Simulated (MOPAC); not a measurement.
# MNDOD run of C3H4FN (SMILES FC1C=NC1)

Aim: a structure relaxation of C3H4FN. 

Program for the calculation: MOPAC 23.2.5.

7 further runs of the same task are left out: 2 that didn't finish, 5 set aside as unsound or not needed.

## Step 1: The structure to begin with

C3H4FN has 9 atoms, charge 0, and is taken as a singlet. As SMILES, `FC1C=NC1`. Geometry: relaxed at GFN2-xTB. The run starts from this shape.

Bond lengths: F1–C2 1.368 Å, C2–C3 1.502 Å, C3–N4 1.277 Å, C2–C5 1.548 Å, N4–C5 1.474 Å, C2–H6 1.095 Å, C3–H7 1.075 Å, C5–H8 1.088 Å, C5–H9 1.088 Å. Some angles: F1–C2–C3 118.6°, F1–C2–C5 117.3°, C3–C2–C5 81.7°, C2–C3–N4 97.5°, C3–N4–C5 92.7°, C2–C5–N4 87.7°, F1–C2–H6 107.4°, C3–C2–H6 115.2°, C5–C2–H6 115.3°, C2–C3–H7 134.0°.

## Step 2: A structure relaxation at MNDOD

File mol.xyz:

```xyz
9
C3H4FN, MNDOD
F     -1.529810    -0.179610     1.121420
C     -0.422150     0.344740     0.514530
C      0.889630    -0.369020     0.672610
N      1.115080    -0.580800    -0.566070
C     -0.187250    -0.021120    -0.971630
H     -0.399880     1.415910     0.741500
H      1.504970    -0.621060     1.517480
H     -0.113380     0.801220    -1.680520
H     -0.857220    -0.790270    -1.349310
```

File c3h4fn.mop:

```
CYCLES=200 LBFGS GNORM=0.05 MNDOD THREADS=1 AUX(PRECISION=6)
C3H4FN, MNDOD

F  -1.52981 1 -0.17961 1  1.12142 1
C  -0.42215 1  0.34474 1  0.51453 1
C   0.88963 1 -0.36902 1  0.67261 1
N   1.11508 1 -0.58080 1 -0.56607 1
C  -0.18725 1 -0.02112 1 -0.97163 1
H  -0.39988 1  1.41591 1  0.74150 1
H   1.50497 1 -0.62106 1  1.51748 1
H  -0.11338 1  0.80122 1 -1.68052 1
H  -0.85722 1 -0.79027 1 -1.34931 1
```

Run with:

```console
$ obabel mol.xyz -omop -xk "CYCLES=200 LBFGS GNORM=0.05 MNDOD THREADS=1 AUX(PRECISION=6)" -O c3h4fn.mop
$ mopac c3h4fn.mop
```

Q: Predict the results. Wanted: dipole moment; HOMO energy; LUMO energy; HOMO–LUMO gap; heat of formation.

Answer, from the run:

Level: MNDOD.

| quantity | value |
| --- | --- |
| dipole moment | 1.54 D |
| HOMO energy | -11.44 eV |
| LUMO energy | 0.35 eV |
| HOMO–LUMO gap | 11.79 eV |
| heat of formation | -7.4 kcal/mol |

**Reading.** At the final geometry: Bond lengths: F1–C2 1.341 Å, C2–C3 1.549 Å, C3–N4 1.307 Å, C2–C5 1.592 Å, N4–C5 1.489 Å, C2–H6 1.117 Å, C3–H7 1.080 Å, C5–H8 1.106 Å, C5–H9 1.106 Å. Some angles: F1–C2–C3 117.8°, F1–C2–C5 117.9°, C3–C2–C5 81.1°, C2–C3–N4 97.1°, C3–N4–C5 93.5°, C2–C5–N4 88.2°, F1–C2–H6 109.9°, C3–C2–H6 113.9°, C5–C2–H6 113.9°, C2–C3–H7 132.2°. The optimisation took 31 steps and changed the energy by -0.204 eV.
